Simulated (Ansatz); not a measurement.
We consider rock-salt SrO, described by G0W0@HSE06 (hard PAW, contour deformation; Ansatz, a quantum-chemistry and plane-wave program).

The same calculation (at the measured cell, 17.174 Å³/atom) with different numerical settings; throughout: k mesh 2×2×2:

```csv
run,response cutoff (eV),empty bands,quasiparticle gap on the mesh (eV),quasiparticle gap at Γ (eV),rough time
1,100,143,4.968,5.613,40 core-s
2,150,263,5.129,5.793,70 core-s
3,200,405,5.245,5.894,100 core-s
4,250,566,5.312,5.947,3 core-min
5,300,745,5.365,5.984,6 core-min
6,400,1146,5.421,6.021,10 core-min
7,500,1602,5.450,6.037,20 core-min
```

In the column quasiparticle gap on the mesh (eV) the first row differs from the last by -0.482 and the next to last by -0.029.

The last row is no converged limit: other settings stay fixed.

Spin–orbit coupling is not included.

Note: GW on a hybrid start was not checked against another program.
